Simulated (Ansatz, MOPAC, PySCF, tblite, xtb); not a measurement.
Energy landscape of HLi₂, doublet: collinear Li-H-Li surface. Scanned: Li-H distance and H-Li distance.

Levels of theory: GFN2-xTB, 300 K electronic temperature (tblite); UHF/def2-SVP (PySCF); FCI/aug-cc-pVTZ = full CI/aug-cc-pVTZ, frozen core in Ansatz (an electronic-structure program); UHF/aug-cc-pVTZ (Ansatz); MP2/aug-cc-pVTZ = MP2 on UHF/aug-cc-pVTZ, frozen core run with Ansatz; CCSD/aug-cc-pVTZ = CCSD on UHF/aug-cc-pVTZ, frozen core run with Ansatz; CCSD(T)/aug-cc-pVTZ = CCSD(T) on UHF/aug-cc-pVTZ, frozen core run with Ansatz; UKS-PBE0/aug-cc-pVTZ = Ansatz with unrestricted PBE0/aug-cc-pVTZ; UKS-B3LYP/aug-cc-pVTZ = unrestricted B3LYP/aug-cc-pVTZ in Ansatz; UKS-PBE/aug-cc-pVTZ = unrestricted PBE/aug-cc-pVTZ in Ansatz; PM6, unrestricted, heats of formation (MOPAC); PM3, unrestricted, heats of formation (MOPAC); GFN1-xTB (xtb); UKS-B3LYP/6-31G* = unrestricted B3LYP/6-31G*, spherical d (PySCF); UMP2/6-31G* = unrestricted MP2 (frozen core)/6-31G*, spherical d run with PySCF; UKS-BP86/6-31G* = unrestricted BP86/6-31G*, spherical d run with PySCF; UKS-LDA (SVWN5)/6-31G* = unrestricted LDA (SVWN5)/6-31G*, spherical d (PySCF 2.14.0).

Energies in kJ/mol at chosen points (x: Li-H distance (Å); y: H-Li distance (Å)), relative to x = 1.74, y = 1.71:

```json
[
 {"method": "GFN2-xTB", "(1.58, 1.61)": "-1.9", "(2.63, 2.23)": "32.4", "(2.99, 1.71)": "25.4", "(3.43, 4.02)": "216.2", "(2.25, 2.42)": "22.2", "(1.36, 4.64)": "27.8", "(2.99, 4.02)": "175.9"},
 {"method": "UHF", "(1.58, 1.61)": "1.3", "(2.63, 2.23)": "91.0", "(2.99, 1.71)": "41.6", "(3.43, 4.02)": "194.9", "(2.25, 2.42)": "84.4", "(1.36, 4.64)": "84.7", "(2.99, 4.02)": "185.9"},
 {"method": "FCI/aug-cc-pVTZ", "(1.58, 1.61)": "2.3", "(2.63, 2.23)": "83.8", "(2.99, 1.71)": "40.8", "(3.43, 4.02)": "249.2", "(2.25, 2.42)": "75.7", "(1.36, 4.64)": "83.3", "(2.99, 4.02)": "209.7"},
 {"method": "UHF/aug-cc-pVTZ", "(1.58, 1.61)": "0.9", "(2.63, 2.23)": "87.1", "(2.99, 1.71)": "37.6", "(3.43, 4.02)": "189.4", "(2.25, 2.42)": "81.4", "(1.36, 4.64)": "77.5", "(2.99, 4.02)": "180.5"},
 {"method": "MP2/aug-cc-pVTZ", "(1.58, 1.61)": "0.6", "(2.63, 2.23)": "87.4", "(2.99, 1.71)": "40.0", "(3.43, 4.02)": "260.6", "(2.25, 2.42)": "81.0", "(1.36, 4.64)": "80.9", "(2.99, 4.02)": "243.0"},
 {"method": "CCSD/aug-cc-pVTZ", "(1.58, 1.61)": "1.9", "(2.63, 2.23)": "84.0", "(2.99, 1.71)": "40.1", "(3.43, 4.02)": "250.0", "(2.25, 2.42)": "76.6", "(1.36, 4.64)": "82.1", "(2.99, 4.02)": "209.8"},
 {"method": "CCSD(T)/aug-cc-pVTZ", "(1.58, 1.61)": "2.1", "(2.63, 2.23)": "83.9", "(2.99, 1.71)": "40.5", "(3.43, 4.02)": "249.7", "(2.25, 2.42)": "76.1", "(1.36, 4.64)": "82.8", "(2.99, 4.02)": "209.6"},
 {"method": "UKS-PBE0/aug-cc-pVTZ", "(1.58, 1.61)": "2.5", "(2.63, 2.23)": "95.7", "(2.99, 1.71)": "62.9", "(3.43, 4.02)": "264.8", "(2.25, 2.42)": "81.9", "(1.36, 4.64)": "103.1", "(2.99, 4.02)": "235.0"},
 {"method": "UKS-B3LYP/aug-cc-pVTZ", "(1.58, 1.61)": "1.6", "(2.63, 2.23)": "98.3", "(2.99, 1.71)": "68.6", "(3.43, 4.02)": "269.8", "(2.25, 2.42)": "84.1", "(1.36, 4.64)": "106.0", "(2.99, 4.02)": "239.0"},
 {"method": "UKS-PBE/aug-cc-pVTZ", "(1.58, 1.61)": "3.2", "(2.63, 2.23)": "91.8", "(2.99, 1.71)": "69.9", "(3.43, 4.02)": "259.3", "(2.25, 2.42)": "77.8", "(1.36, 4.64)": "114.7", "(2.99, 4.02)": "228.9"},
 {"method": "PM6", "(1.58, 1.61)": "-10.0", "(2.63, 2.23)": "99.0", "(2.99, 1.71)": "7.2", "(3.43, 4.02)": "323.4", "(2.25, 2.42)": "80.7", "(1.36, 4.64)": "-64.2", "(2.99, 4.02)": "133.5"},
 {"method": "PM3", "(1.58, 1.61)": "-2.4", "(2.63, 2.23)": "155.0", "(2.99, 1.71)": "107.4", "(3.43, 4.02)": "334.6", "(2.25, 2.42)": "133.7", "(1.36, 4.64)": "151.3", "(2.99, 4.02)": "317.8"},
 {"method": "GFN1-xTB", "(1.58, 1.61)": "-10.3", "(2.63, 2.23)": "109.5", "(2.99, 1.71)": "84.0", "(3.43, 4.02)": "368.8", "(2.25, 2.42)": "94.2", "(1.36, 4.64)": "136.3", "(2.99, 4.02)": "308.3"},
 {"method": "UKS-B3LYP/6-31G*", "(1.58, 1.61)": "11.3", "(2.63, 2.23)": "90.7", "(2.99, 1.71)": "64.5", "(3.43, 4.02)": "265.3", "(2.25, 2.42)": "76.4", "(1.36, 4.64)": "110.3", "(2.99, 4.02)": "234.0"},
 {"method": "UMP2/6-31G*", "(1.58, 1.61)": "7.7", "(2.63, 2.23)": "79.5", "(2.99, 1.71)": "34.5", "(3.43, 4.02)": "218.0", "(2.25, 2.42)": "73.2", "(1.36, 4.64)": "82.4", "(2.99, 4.02)": "205.3"},
 {"method": "UKS-BP86/6-31G*", "(1.58, 1.61)": "14.1", "(2.63, 2.23)": "81.4", "(2.99, 1.71)": "63.6", "(3.43, 4.02)": "253.7", "(2.25, 2.42)": "67.6", "(1.36, 4.64)": "116.3", "(2.99, 4.02)": "221.0"},
 {"method": "UKS-LDA (SVWN5)/6-31G*", "(1.58, 1.61)": "13.6", "(2.63, 2.23)": "83.4", "(2.99, 1.71)": "66.0", "(3.43, 4.02)": "261.9", "(2.25, 2.42)": "69.3", "(1.36, 4.64)": "123.2", "(2.99, 4.02)": "227.3"}
]
```
